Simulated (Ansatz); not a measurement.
The same path of CH₅AlN (8 atoms, charge 0, multiplicity 2) was run twice with different band settings. The coordinate that changes most is the dihedral C1–Al2–N3–H8.

Computed with UKS BHLYP/def2-SVP (Ansatz).

Relaxed end points:

```xyz
8
Properties=species:S:1:pos:R:3
C -0.830 1.005 -0.525
Al 0.782 0.481 0.483
N 1.124 -1.250 0.680
H -1.397 0.123 -0.842
H -0.564 1.581 -1.418
H -1.488 1.637 0.080
H 1.914 -1.636 1.170
H 0.551 -1.997 0.317
```

```xyz
8
Properties=species:S:1:pos:R:3
C -0.839 1.002 -0.513
Al 0.742 0.479 0.543
N 1.132 -1.247 0.670
H -1.401 0.122 -0.845
H -0.543 1.574 -1.399
H -1.512 1.640 0.069
H 0.599 -1.992 0.246
H 1.914 -1.635 1.172
```

Common settings: spring 5.0 eV/Å²; optimiser quadratic models (default); start path IDPP; force threshold 0.05 eV/Å; end points relaxed.

| run | movable images | climbing image | iteration limit |
| --- | --- | --- | --- |
| 1 | 7 | yes | 46 |
| 2 | 4 | no | 60 |

What does each run give, and how far can it be trusted?

Run 1: converged after 7 iterations, highest image 0.361 eV above the first end. A vibrational analysis at the climbing image gives 2 clearly imaginary modes (426i, 70i cm⁻¹): a point of higher order, so a lower path passes nearby.
Run 2: converged after 10 iterations, highest image 0.352 eV above the first end. No image climbed, so the highest image needn't sit at the top of the path.
